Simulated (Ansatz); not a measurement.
# Which is lower?

Two relaxed structures of CH4AlO (charge +1), closed shell (PBE0-D4/def2-TZVP; forces vanish, vibrations not checked).

A:

```xyz
7
angstrom
C -0.1835 -0.0757 0.0739
O -0.3328 0.7272 1.0385
Al 1.5156 -1.2652 -0.0125
H -1.0009 -0.0724 -0.6631
H 1.2443 -2.6267 0.7069
H -1.1513 1.2637 1.0308
H 2.6403 -0.5247 -0.8072
```

B:

C1  (-0.641, -0.048, -0.578)
O2  (-0.026, 0.593, 0.664)
Al3  (1.040, -0.711, 0.026)
H4  (-1.584, -0.525, -0.325)
H5  (-0.729, 0.687, -1.374)
H6  (-0.466, 1.312, 1.136)
H7  (2.406, -1.307, 0.450)
(Å)

Computed with Ansatz 0.2.0 (basis: def2-TZVPP); correlated methods freeze the cores. B3LYP uses VWN-RPA correlation.

(1) Which structure is lower at CCSD(T), and by how much? (To be estimated.)

T1 diagnostic: at most 0.018.

Answers

(1) The calculation gives: B, by 1.222 eV (electronic energy, against the other). By their contacts, A is CH₄AlO ([OH][CH][AlH2]), total charge +1 and B is CH₄AlO ([CH2]1[OH][AlH]1), total charge +1.

All methods give the same order:

```tsv
method	E(B) − E(A) (eV)
PBE-D4	-1.236
r2SCAN-D4	-1.325
PBE0-D4	-1.302
B3LYP-D4	-1.182
wB97M-V	-1.274
HF	-0.884
MP2	-1.412
CCSD	-1.212
CCSD(T)	-1.222
```

Labels in which every atom is bracketed show which atoms are joined, not bond orders.

For scale, one of the runs: CCSD(T)/def2-TZVPP, 160 basis functions, launched by `ansatz run in.yaml --threads 2 --pin off --events-out ev --progress --plain --max-ram 4352MiB`. Hardware: 2 CPU threads of an Arm Neoverse V1, shared host. Wall time 16 s; peak host memory 1.1 GiB.
